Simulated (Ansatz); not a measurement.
**CH₅B (triplet): wave-function methods side by side at distance B1–H4 along a hydrogen transfer = 1.290 Å, cc-pVDZ**

Aim: climb from Hartree-Fock through coupled cluster and multireference methods for CH₅B (triplet) at one geometry and basis, and see what each rung misses.

Method: cc-pVDZ, core rule «outside noble gas», up to 2 orbitals frozen; program: Ansatz 0.2.0, Gaussian basis.

The runs, in order: UHF; CCSD(T) on ROHF; CCSD(T) on UHF; BCCD(T) on ROHF; CISD; CCSDT(Q) on ROHF; CCSDT(Q) on UHF; CASSCF and NEVPT2, 4 electrons in 4 orbitals.

7 further runs of the same task are left out: 6 that didn't finish, 1 set aside as unsound or not needed.

## Step 1: The system

The geometry derives from fragments relaxed apart (PBE0/def2-TZVP) and kept rigid, so it is no stationary point. A hydrogen atom is moved between rigid fragments.

7 atoms, charge 0, spin multiplicity 3.

Atoms are counted from 1 here; the program's logs count them from 0.

Bond lengths: B1–H2 1.193 Å, B1–H3 1.193 Å, B1–H4 1.290 Å, C5–H6 1.079 Å, C5–H7 1.079 Å. Angles: H2–B1–H3 120.0°, H2–B1–H4 120.0°, H3–B1–H4 120.0°, H6–C5–H7 134.8°.

## Step 2: UHF

Contents of in.yaml:

```yaml
crystal:
  periodic: [false, false, false]
  atoms:
    - {symbol: B, position_ang: [-1.521653, 0.000000, 0.000000]}
    - {symbol: H, position_ang: [-2.118387, 1.033571, 0.000000]}
    - {symbol: H, position_ang: [-2.118387, -1.033571, 0.000000]}
    - {symbol: H, position_ang: [-0.231653, 0.000000, 0.000000]}
    - {symbol: C, position_ang: [1.434347, 0.000000, 0.000000]}
    - {symbol: H, position_ang: [1.848815, 0.000000, 0.996161]}
    - {symbol: H, position_ang: [1.848815, 0.000000, -0.996161]}
basis:
  gaussian: {orbitals: cc-pVDZ}
magnetization: {spin_polarized: true, initial_magnetization: 2}
hamiltonian: {xc: hf}
output: {orbitals: {seedname: orbitals}}
```

Command:

```
$ ansatz run in.yaml --threads 1 --pin off --events-out ev --progress --plain --max-ram 2393MiB
```

Further steps of the session: CCSD(T) on ROHF; CCSD(T) on UHF; BCCD(T) on ROHF; CISD; CCSDT(Q) on ROHF; CCSDT(Q) on UHF; CASSCF and NEVPT2, 4 electrons in 4 orbitals.

**Question.** What will the summary of the whole plan be? Wanted: UCCSDT(Q) below the RHF energy; RMP2 from UCCSDT(Q); UMP2 from UCCSDT(Q); RCCSD from UCCSDT(Q); RCCSD(T) from UCCSDT(Q); UCCSD(T) from UCCSDT(Q); RCCSDT(Q) from UCCSDT(Q); T1 diagnostic.

The runs gave:

```
                         quantity                                                   value
   UCCSDT(Q) below the RHF energy                                              -6.8616 eV
              RMP2 from UCCSDT(Q)                                           +132.4 kJ/mol
              UMP2 from UCCSDT(Q)                                           +131.1 kJ/mol
             RCCSD from UCCSDT(Q)                                            +14.4 kJ/mol
          RCCSD(T) from UCCSDT(Q)                                             +2.8 kJ/mol
          UCCSD(T) from UCCSDT(Q)                                             +2.8 kJ/mol
         RCCSDT(Q) from UCCSDT(Q)                                             +0.1 kJ/mol
levels within 1 kcal/mol (43 meV)  RCCSD(T), UCCSD(T), BCCD(T), RCCSDT, UCCSDT, RCCSDT(Q)
                    T1 diagnostic                                                   0.021
```

**Reading.** RCCSD(T) misses by +2.8 kJ/mol, 0.4 % of the correlation energy. These misses are within one basis, not against nature; the frozen cores of restricted and unrestricted runs differ, which can shift their rows.
